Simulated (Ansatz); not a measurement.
Structure relaxation of Sr2MgIrO6

Level of theory: DFT PBEsol, scalar-relativistic, plane waves, PAW in Ansatz. Cutoff 420 eV, Γ-centred k mesh, Gaussian smearing, no spin polarisation in the final step.

The start is a database structure of Sr2MgIrO6, space group Fm-3m (No. 225).

```
Sr Mg Ir O
1.0
     0.00000    3.98649    3.98649
     3.98649    0.00000    3.98649
     3.98649    3.98649    0.00000
Sr Mg Ir O
2 1 1 6
Direct
  0.75000 0.75000 0.75000
  0.25000 0.25000 0.25000
  0.00000 0.00000 0.00000
  0.50000 0.50000 0.50000
  0.74383 0.74383 0.25617
  0.74383 0.25617 0.74383
  0.25617 0.74383 0.25617
  0.74383 0.25617 0.25617
  0.25617 0.25617 0.74383
  0.25617 0.74383 0.74383
```

Steps on the 4×4×4 mesh (10 atoms). 4 of 4 steps are shown, and the free energy counts from the last. Trial steps that were taken back and renewals of the plane-wave basis can be among the rows.

```json
{"step": "1", "ΔF (meV/atom)": "14.7", "V (Å³/atom)": "12.67", "P (GPa)": "-7.37", "largest force component (eV/Å)": "0.419"}
{"step": "2", "ΔF (meV/atom)": "-1.2", "V (Å³/atom)": "12.13", "P (GPa)": "-0.34", "largest force component (eV/Å)": "0.183"}
{"step": "3", "ΔF (meV/atom)": "-1.8", "V (Å³/atom)": "12.07", "P (GPa)": "-0.01", "largest force component (eV/Å)": "0.035"}
{"step": "4", "ΔF (meV/atom)": "0.0", "V (Å³/atom)": "12.07", "P (GPa)": "-0.27", "largest force component (eV/Å)": "0.036"}
```

A final relaxation ran on a 8×8×8 mesh. The relaxed crystal, Fm-3m (No. 225):

```cif
data_structure
_symmetry_space_group_name_H-M 'Fm-3m'
_symmetry_Int_Tables_number 225
_cell_length_a 7.8402
_cell_length_b 7.8402
_cell_length_c 7.8402
_cell_angle_alpha 90.000
_cell_angle_beta 90.000
_cell_angle_gamma 90.000
_cell_volume 481.92
loop_
_atom_site_label
_atom_site_type_symbol
_atom_site_symmetry_multiplicity
_atom_site_Wyckoff_symbol
_atom_site_fract_x
_atom_site_fract_y
_atom_site_fract_z
_atom_site_occupancy
Sr1 Sr 8 c 0.25000 0.25000 0.75000 1
Mg1 Mg 4 a 0.00000 0.00000 0.00000 1
Ir1 Ir 4 b 0.50000 0.00000 0.00000 1
O1 O 24 e 0.00000 0.00000 0.74409 1
```

```yaml
Volume_per_atom: 12.05 Å³
Density: 6.72 g/cm³
Energy_over_the_elements: -2.15 eV/atom
Gap_on_the_8×8×8_mesh: 0 eV (a metal)
```

Energies over the elements count from the elements' standard structures at the same level (O₂ as a molecule), with no empirical corrections.

The final run used a 8×8×8 mesh on its 10-atom cell and 0.10 eV smearing. For metals, differences of a few meV/atom aren't resolved. Spin–orbit coupling is left out.

Symmetry constrained the relaxation, so the result can be a saddle point.

Cost: 3 runs of about 2.2 core-minutes in all, on Arm Neoverse V2 (shared hosts).